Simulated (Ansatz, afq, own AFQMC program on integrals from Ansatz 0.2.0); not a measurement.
AlH⁻, doublet in aug-cc-pVDZ, levels against full CI

```xyz
2

Al    0.0000    0.0000    0.0000
H     0.0000    0.0000    4.5660
```

Basis aug-cc-pVDZ. Noble-gas cores (and the filled d shells of Ga–Kr and In–Xe) are frozen. Integrals, coupled cluster, full CI and functionals: Ansatz 0.2.0; the random walks run on the same integrals in our own AFQMC program. ph-AFQMC/CISD is guided by a CISD state made of CCSD amplitudes; releasing the constraint for a short imaginary time cuts its bias at the price of noise, slowly where states lie close. Error bars are statistical, one sigma.

Determinant: UHF, the one that the program's search chose, which needn't be the lowest solution. The geometry is a point of a scan.

Full CI on the same integrals is exact in this basis and with this determinant's frozen core.

Cautions: an unrestricted solution with more broken spin lies lower (203 meV, ⟨S²⟩ 1.64); strong correlation (T1 0.052, weight of the determinant 0.85, largest double 0.09); the released energies have errors that jump between times, so the bars are unsure, so no released level is given (meV from the phaseless value at times in 1/Eh: -5.2 ± 1.7 at 0.24, -9.1 ± 1.4 at 0.51, -14.5 ± 1.1 at 0.99, 0 ± 109 at 1.62, -23.1 ± 2.0 at 2.40); the ph-AFQMC/CISD walk drifts between its halves (2.3 errors).

```
T1 diagnostic                               : 0.0519
weight of the determinant in the CISD state : 0.855
⟨S²⟩ of the determinant                     : 0.770
size of the correlated space                : 5 electrons in 31 orbitals
```

Reference: full CI, correlation energy -2.451 eV.

```
        level  E − E(reference) (kcal/mol)  share of correlation (%)
           HF                        56.53                      0.00
          MP2                        20.47                     63.79
         CCSD                         1.98                     96.49
      CCSD(T)                         0.87                     98.45
        CCSDT                         0.12                     99.79
     CCSDT(Q)                         0.02                     99.97
       CCSDTQ                         0.00                     99.99
  ph-AFQMC/HF                  0.26 ± 0.53                     99.54
ph-AFQMC/CISD                  0.35 ± 0.04                     99.39
```

CCSDT and higher add their correlation energy to the determinant of the CCSD(T) run, since their own runs factorise the integrals more tightly (a shift of under 2 meV). A walk keeps the symmetry of its determinant, which the program's search chose and which needn't be the lowest solution, so a lower state of the same spin and another symmetry isn't excluded.
